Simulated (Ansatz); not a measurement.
A made-up structure of CH2ClSi, doublet:

| atom | x (Å) | y (Å) | z (Å) |
| --- | --- | --- | --- |
| C1 | -0.3233 | 0.5530 | -0.2813 |
| Si2 | -0.3199 | -0.7005 | 1.0481 |
| Cl3 | 1.5312 | -1.6210 | 0.7504 |
| H4 | -1.1111 | -0.9177 | 2.2070 |
| H5 | 0.1377 | 0.3830 | -1.2537 |

It is relaxed with PBE-D4/def2-SVP and then PBE0-D4/def2-TZVP (Ansatz 0.2.0). Atoms count as bonded within 1.22 times the sum of their covalent radii (H–H: 0.88 Å). The end point is not checked to be a true minimum.

**Question.** Does its bonding change? (Judge from chemistry; the calculation decides.)

**Answer.** By the calculation: No: no bond forms or breaks.

Where it ends: The first stage lowers the energy by 0.67 eV in 8 steps. It ends as CH₂ClSi ([CH][SiH][Cl]):
C1  (-0.266, 0.282, -0.398)
Si2  (-0.066, -0.707, 0.918)
Cl3  (1.530, -1.930, 1.210)
H4  (-1.012, -0.818, 2.036)
H5  (-0.271, 0.870, -1.295)
(Å)

Labels in which every atom is bracketed show which atoms are joined, not bond orders.

For scale, one of the runs: PBE0-D4/def2-TZVP relaxation, 117 basis functions, launched by `ansatz run in.yaml --threads 2 --pin off --events-out ev --progress --plain --max-ram 4352MiB`. Hardware: 2 CPU threads of an Arm Neoverse V2, shared host. Wall time about 23 s.
